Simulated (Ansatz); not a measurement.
CsCl-type TlBr, treated with rVV10 in Ansatz (plane waves, PAW).

Run with plane-wave cutoff 500 eV, 8×8×8 k mesh, gaussian smearing 0.02 eV, scalar-relativistic PAW data made under PBE.

Computed at the level's own relaxed cell.

What does this level give for the equilibrium volume per atom, equilibrium lattice constant a and band gap?


- equilibrium volume per atom: 31.88 Å³/atom
- equilibrium lattice constant a: 3.995 Å
- band gap: 1.72 eV (on the SCF k mesh)

Measured, for comparison: band gap 2.68 eV (temperature not stated, not corrected to a static lattice, detector crystals, literature values; as tabulated in Piasecki et al. (2022), doi:10.1039/d1ma01259b); equilibrium volume per atom 31.62 Å³/atom, lattice constant a 3.984 Å (temperature not stated, not corrected to a static lattice; as tabulated in Du and Singh (2010), arXiv:1001.5458). Computed (rounded) less measured: equilibrium volume per atom +0.8 %, lattice constant a +0.3 %.

Spin–orbit coupling is not included; with these elements it can move the gap by several tenths of an eV or more.

Ansatz is an electronic-structure program.
